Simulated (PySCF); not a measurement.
**Induced dipoles and field energies**

C4H8F2.
SMILES with atom numbers: `[CH3:1][CH2:2][CH2:3][CH:4]([F:5])[F:6]` (hydrogens: H7, H8, H9 on C1; H10, H11 on C2; H12, H13 on C3; H14 on C4)

Geometry (GFN2-xTB, Å), atoms numbered from 1 in this order:
```
atom  x, y, z in Å
C1     1.8584    0.3986   -0.3442
C2     0.4490    0.6452    0.1774
C3    -0.3906   -0.6296    0.1269
C4    -1.7967   -0.3919    0.6469
F5    -2.4646    0.4914   -0.1369
F6    -2.5229   -1.5387    0.6184
H7     2.4411    1.3150   -0.3093
H8     2.3632   -0.3527    0.2586
H9     1.8290    0.0502   -1.3735
H10   -0.0360    1.4152   -0.4252
H11    0.4979    1.0061    1.2072
H12    0.0637   -1.4138    0.7349
H13   -0.4652   -0.9895   -0.9012
H14   -1.8272   -0.0060    1.6780
```

Level: PBE0/def2-SVPD (PySCF); nuclei fixed, core orbitals frozen in the response. Permanent dipole (2.293, 0.457, 0.748) D (1 au = 2.5417 D). Static polarisability (au):

```
x   58.11  2.72 -2.42
y    2.72 50.56 -0.35
z   -2.42 -0.35 48.01
```

Only the terms in μ and α are kept: μ(F) = μ + αF and ΔE = −μ·F − ½ F·αF.

(1) Apply 0.001 au along ±x, ±y and ±z in turn. Tabulate induced and total dipoles and both energy terms.

(2) For the field (-0.0003, -0.0004, -0.0002) au, what is the induced dipole, and what angle does it make with the field?

(3) Which field along μ doubles the dipole in that direction (linear response)?

(4) What field makes μF equal to kT at 400 K?

(5) A unit point charge sits 7 Å away. Estimate the induction energy −αe²/2R⁴ with the mean polarisability, treating the molecule as a point.

Answers

(1) 
| field along | induced x (D) | induced y (D) | induced z (D) | total size (D) | −μ·F (kJ/mol) | −½F·αF (kJ/mol) |
| --- | --- | --- | --- | --- | --- | --- |
| +x | 0.148 | 0.007 | -0.006 | 2.593 | -2.369 | -0.076 |
| −x | -0.148 | -0.007 | 0.006 | 2.318 | +2.369 | -0.076 |
| +y | 0.007 | 0.129 | -0.001 | 2.488 | -0.472 | -0.066 |
| −y | -0.007 | -0.129 | 0.001 | 2.428 | +0.472 | -0.066 |
| +z | -0.006 | -0.001 | 0.122 | 2.489 | -0.773 | -0.063 |
| −z | 0.006 | 0.001 | -0.122 | 2.426 | +0.773 | -0.063 |

(2) αF = (-0.046, -0.053, -0.022) D, at 5.6° to the field. The polarisability along this direction, F·αF/F², is 53.61 au, against a mean of 52.23 au.

(3) The polarisability along the dipole is 56.44 au, so F = 0.9658 au / 56.44 au = 0.0171 au = 0.88 V/Å; higher-order terms are ignored.

(4) kT = 1.2667 × 10⁻³ Eh, so F = 0.00131 au = 6.74 MV/cm.

(5) R = 13.23 bohr, so the energy is −52.2/(2 × 13.23⁴) Eh = -2.24 kJ/mol. The charge–dipole term at its most favourable orientation, −μe/R², is -14.5 kJ/mol.

Isolated species at its GFN2-xTB geometry (one conformer only).
